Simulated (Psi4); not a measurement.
# One shape, several levels: triplet C2H5O−

Wanted: a comparison of 3 runs (UB3LYP/def2-SVPD, UBHLYP/def2-SVPD, UPBE0/def2-SVPD) of triplet C2H5O−. 

Program for the calculation: Psi4 1.11.

2 further runs of the same task are left out: 1 that didn't finish, 1 set aside as unsound or not needed.

### Step 1. The system as given

The species is C2H5O− (8 atoms), meant as a triplet with charge -1. SMILES of the parent species: `[CH2-]OC`. The shape is that of a GFN2-xTB optimisation. This is one conformer, not always the lowest. That shape belongs to the parent species and isn't relaxed for this state.

Bond lengths: C1–O2 1.534 Å, O2–C3 1.369 Å, C1–H4 1.136 Å, C1–H5 1.136 Å, C3–H6 1.109 Å, C3–H7 1.105 Å, C3–H8 1.110 Å. Angles: C1–O2–C3 109.9°, O2–C1–H4 101.9°, O2–C1–H5 101.9°, O2–C3–H6 112.8°, O2–C3–H7 108.7°, O2–C3–H8 112.9°, H4–C1–H5 102.4°, H6–C3–H7 107.8°, H6–C3–H8 106.5°, H7–C3–H8 107.8°.

### Step 2. Energy and forces at UB3LYP/def2-SVPD (run 1)

input.dat

```
memory 1600 MB

molecule geom {
  -1 3
  C     -1.059290     0.709970    -0.412560
  O      0.250020    -0.051170    -0.658390
  C      0.738580    -0.533880     0.525560
  H     -1.761400     0.212530    -1.154410
  H     -0.846530     1.708590    -0.911070
  H      0.949500     0.267150     1.262520
  H      1.684770    -1.069560     0.327350
  H      0.044350    -1.243620     1.021010
  units angstrom
  symmetry c1
}

set reference uks
set puream true
set e_convergence 1e-09
set d_convergence 1e-08
set scf_type pk
set dft_radial_points 99
set dft_spherical_points 590
set maxiter 200

gradient("b3lyp/def2-SVPD")
```

Started as:

```console
$ psi4 -n 1 input.dat output.dat
```

output.dat:

```text
[...]
  Running in c1 symmetry.
[...]
  Nuclear repulsion =   75.015736718619692
[...]
  Multiplicity = 3
[...]
  Nalpha       = 14
  Nbeta        = 12
[...]
    Number of basis functions: 103
[...]
   @UKS iter   1:  -153.65583012791109   -5.96003e-02   8.47471e-03 DIIS/ADIIS
[...]
   @UKS iter  15:  -154.14639590909829   -4.29168e-12   4.46936e-09 DIIS
[...]
   @S^2 Observed:                2.002669087E+00
[...]
  @UKS Final Energy:  -154.14639590909829
   => Energetics <=
    Nuclear Repulsion Energy =             75.0157367186196922
    One-Electron Energy =                -361.2605101579324582
    Two-Electron Energy =                 149.3182222857958266
    DFT Exchange-Correlation Energy =     -17.2198447555813239
    Empirical Dispersion Energy =           0.0000000000000000
    VV10 Nonlocal Energy =                  0.0000000000000000
    Total Energy =                       -154.1463959090982883
[...]
  -Total Gradient:
     Atom            X                  Y                   Z
    ------   -----------------  -----------------  -----------------
       1       -0.058363756891     0.020889962392     0.091889128058
       2        0.064258126789    -0.037536314437    -0.009133139220
       3       -0.015930157038     0.014113996681    -0.026354242431
       4        0.008305072295     0.002020046221    -0.027807998054
       5        0.006031436894    -0.001644005461    -0.028584884770
       6       -0.001707011782    -0.000938290219    -0.001010335588
       7       -0.002584907211     0.001327439682     0.001299052927
       8       -0.000007577394     0.001765842696    -0.000292511811
[...]
```

Run time: 57 s. Hardware: 1 thread of Intel Xeon Platinum 8488C (Sapphire Rapids), shared host; peak memory 0.7 GiB.

### Step 3. Energy and forces at UBHLYP/def2-SVPD (run 2)

calc.py

```python
import psi4

psi4.set_memory(1600000000)
psi4.set_num_threads(1)
psi4.core.set_output_file('output.dat', False)

geom = psi4.geometry("""
-1 3
C     -2.00176799     1.34164886    -0.77962541
O      0.47246933    -0.09669729    -1.24417678
C      1.39571392    -1.00888698     0.99316446
H     -3.32856360     0.40162349    -2.18151874
H     -1.59970986     3.22876716    -1.72167278
H      1.79429496     0.50484033     2.38581703
H      3.18375388    -2.02117547     0.61860185
H      0.08380935    -2.35010120     1.92942927
units bohr
symmetry c1
""")

psi4.set_options({
    'basis': 'def2-SVPD',
    'reference': 'uks',
    'puream': True,
    'e_convergence': 1e-09,
    'd_convergence': 1e-08,
    'scf_type': 'pk',
    'dft_radial_points': 99,
    'dft_spherical_points': 590,
    'maxiter': 200,
})

E = psi4.gradient("BHHLYP")
print('gradient / Eh bohr^-1')
print(E.np.round(6))
for k, v in sorted(psi4.core.scalar_variables().items()):
    print(f'{k:45s} {v:18.10f}')
```

Started as:

```console
$ python calc.py
```

output.dat:

```text
[...]
  Running in c1 symmetry.
[...]
  Nuclear repulsion =   75.015736753226037
[...]
  Multiplicity = 3
[...]
  Nalpha       = 14
  Nbeta        = 12
[...]
    Number of basis functions: 103
[...]
   @UKS iter   1:  -153.70548571444920   -3.21467e-01   6.72218e-03 DIIS/ADIIS
[...]
   @UKS iter  16:  -154.03716033343295   -2.10321e-11   9.88572e-09 DIIS
[...]
   @S^2 Observed:                2.003454469E+00
[...]
  @UKS Final Energy:  -154.03716033343295
   => Energetics <=
    Nuclear Repulsion Energy =             75.0157367532260366
    One-Electron Energy =                -361.2680711684884045
    Two-Electron Energy =                 143.2371895089233647
    DFT Exchange-Correlation Energy =     -11.0220154270939741
    Empirical Dispersion Energy =           0.0000000000000000
    VV10 Nonlocal Energy =                  0.0000000000000000
    Total Energy =                       -154.0371603334329507
[...]
  -Total Gradient:
     Atom            X                  Y                   Z
    ------   -----------------  -----------------  -----------------
       1       -0.066128912698     0.023487862586     0.105102700919
       2        0.069869376533    -0.039178594334    -0.020918768390
       3       -0.014418165295     0.012887874705    -0.024082386916
       4        0.004373790395    -0.000847313268    -0.034130434259
       5        0.007600192286     0.004505256709    -0.033409619660
       6       -0.000283341919     0.003588477985     0.003971804783
       7        0.002915978428    -0.001800210001     0.000209365480
       8       -0.003928173033    -0.002644185341     0.003260634001
[...]
```

The script printed:

```text
gradient / Eh bohr^-1
[[-0.066129  0.023488  0.105103]
 [ 0.069869 -0.039179 -0.020919]
 [-0.014418  0.012888 -0.024082]
 [ 0.004374 -0.000847 -0.03413 ]
 [ 0.0076    0.004505 -0.03341 ]
 [-0.000283  0.003588  0.003972]
 [ 0.002916 -0.0018    0.000209]
 [-0.003928 -0.002644  0.003261]]
CURRENT ENERGY                                   -154.0371603334
CURRENT REFERENCE ENERGY                         -154.0371603334
DD SOLVATION ENERGY                                 0.0000000000
DFT FUNCTIONAL TOTAL ENERGY                      -154.0371603334
DFT TOTAL ENERGY                                 -154.0371603334
DFT VV10 ENERGY                                     0.0000000000
DFT XC ENERGY                                     -11.0220154271
GRID ELECTRONS ALPHA                               13.9999997333
GRID ELECTRONS BETA                                12.0000000274
GRID ELECTRONS TOTAL                               25.9999997607
NUCLEAR REPULSION ENERGY                           75.0157367532
ONE-ELECTRON ENERGY                              -361.2680711685
PCM POLARIZATION ENERGY                             0.0000000000
PE ENERGY                                           0.0000000000
SCF ITERATION ENERGY                             -154.0371603334
SCF ITERATIONS                                     16.0000000000
SCF TOTAL ENERGY                                 -154.0371603334
TWO-ELECTRON ENERGY                               143.2371895089
XC GRID RADIAL POINTS                              99.0000000000
XC GRID SPHERICAL POINTS                          590.0000000000
XC GRID TOTAL POINTS                           447398.0000000000
```

It took 58 s on 1 thread of Intel Xeon Platinum 8488C (Sapphire Rapids), shared host; peak memory 0.7 GiB.

### Step 4. Energy and gradient at UPBE0/def2-SVPD (run 3)

input.inp

```
memory 1600 mb

molecule {
  -1 3
  C     -2.00176799     1.34164886    -0.77962541
  O      0.47246933    -0.09669729    -1.24417678
  C      1.39571392    -1.00888698     0.99316446
  H     -3.32856360     0.40162349    -2.18151874
  H     -1.59970986     3.22876716    -1.72167278
  H      1.79429496     0.50484033     2.38581703
  H      3.18375388    -2.02117547     0.61860185
  H      0.08380935    -2.35010120     1.92942927
  units au
  symmetry c1
  no_reorient
  no_com
}

set {
  reference uks
  puream true
  e_convergence 1e-09
  d_convergence 1e-08
  scf_type pk
  dft_radial_points 99
  dft_spherical_points 590
  maxiter 200
}

E, wfn = gradient("pbe0/def2-SVPD", return_wfn=True)
oeprop(wfn, "QUADRUPOLE", "LOWDIN_CHARGES", "WIBERG_LOWDIN_INDICES", title="PBE0")
print_variables()
```

Started as:

```console
$ psi4 -n 1 input.inp input.out
```

input.out:

```text
[...]
  Running in c1 symmetry.
[...]
  Nuclear repulsion =   75.015736753226037
[...]
  Multiplicity = 3
[...]
  Nalpha       = 14
  Nbeta        = 12
[...]
    Number of basis functions: 103
[...]
   @UKS iter   1:  -153.53985701014611   -1.35533e-01   7.71880e-03 DIIS/ADIIS
[...]
   @UKS iter  17:  -153.95800407758026   -1.40119e-11   8.08594e-09 DIIS
[...]
   @S^2 Observed:                2.003224087E+00
[...]
  @UKS Final Energy:  -153.95800407758026
   => Energetics <=
    Nuclear Repulsion Energy =             75.0157367532260366
    One-Electron Energy =                -361.2196481598348896
    Two-Electron Energy =                 148.2538306683030385
    DFT Exchange-Correlation Energy =     -16.0079233392744271
    Empirical Dispersion Energy =           0.0000000000000000
    VV10 Nonlocal Energy =                  0.0000000000000000
    Total Energy =                       -153.9580040775802559
[...]
  -Total Gradient:
     Atom            X                  Y                   Z
    ------   -----------------  -----------------  -----------------
       1       -0.064142564668     0.024260592393     0.092774388504
       2        0.067125692656    -0.038601600695    -0.013705446007
       3       -0.012164912142     0.011179426957    -0.022032090785
       4        0.007130933559     0.001644090045    -0.028731284014
       5        0.005947959858    -0.000231088862    -0.029209605743
       6       -0.001532014092    -0.000117808404    -0.000385831746
       7       -0.001636222446     0.000772262379     0.001195732881
       8       -0.000727707790     0.001092886254     0.000098616698
[...]
```

Wall time 62 s (1 thread of Intel Xeon Platinum 8488C (Sapphire Rapids), shared host); peak memory 0.71 GiB.

### Step 5. All runs side by side

| run | level | energy (Eh) | HOMO energy (eV) | ⟨S²⟩ | largest force (eV/Å) | wall time |
| --- | --- | --- | --- | --- | --- | --- |
| 1 | UB3LYP/def2-SVPD | -154.146396 | 3.23 | 2.003 | 5.700 | 57 s |
| 2 | UBHLYP/def2-SVPD | -154.037160 | 3.02 | 2.003 | 6.499 | 58 s |
| 3 | UPBE0/def2-SVPD | -153.958004 | 3.15 | 2.003 | 5.932 | 62 s |

### Step 6. Outcome

```
                                 quantity          value
                      run 3: total energy  -153.95800 Eh
run 3: HOMO energy (highest over α and β)        3.15 eV
                              run 3: ⟨S²⟩          2.003
          run 3: largest force on an atom     5.932 eV/Å
```

What this shows: Totals of different functionals can't be ranked against each other. In runs 1, 2, 3 the HOMO lies above zero, so the outermost electron may be held by the basis alone. All runs together took 2.9 min, the longest 62 s.
